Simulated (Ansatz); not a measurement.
System: zinc-blende HgS (metastable phase). Method: PBE-D3(BJ) (PAW; Ansatz, a quantum-chemistry and plane-wave program).

Run with plane-wave cutoff 520 eV, 10×10×10 k mesh, Fermi–Dirac smearing 0.01 eV, scalar-relativistic PAW data made under PBE.

The volume scan:

| V (Å³/atom) | E − E_lowest (meV/atom) | P (GPa) |
|---|---|---|
| 24.307 | 18.51 | 4.06 |
| 24.824 | 7.89 | 2.55 |
| 25.342 | 1.89 | 1.20 |
| 25.859 | 0.00 | 0.00 |
| 26.376 | 1.76 | -1.07 |
| 26.893 | 6.76 | -2.01 |
| 27.410 | 14.64 | -2.85 |

Question: Estimate the bulk modulus from the pressures at 25.342 and 26.376 Å³/atom, and compare it with a fit to all energies.

Answer: B = −V dP/dV. Between V = 25.342 and 26.376 Å³/atom, dP/dV = (-1.07 − (1.20))/(26.376 − 25.342) = -2.20 GPa per Å³/atom; at the midpoint 25.859 Å³/atom this gives B ≈ 56.8 GPa. The third-order Birch–Murnaghan fit gives V0 = 25.858 Å³/atom, B0 = 56.5 GPa, B′ = 4.9, which lies within 1 % of that estimate.

Measured, for comparison: equilibrium volume per atom 24.91 Å³/atom (295 K, not corrected to a static lattice; as tabulated in Cardona et al. (2009), arXiv:0908.2634). Computed (rounded) less measured: equilibrium volume per atom +3.8 %.

Spin–orbit coupling is not included; it can open a gap where bands touch, and shift volumes and moduli.

The computed numbers hold no vibrational or temperature effects.
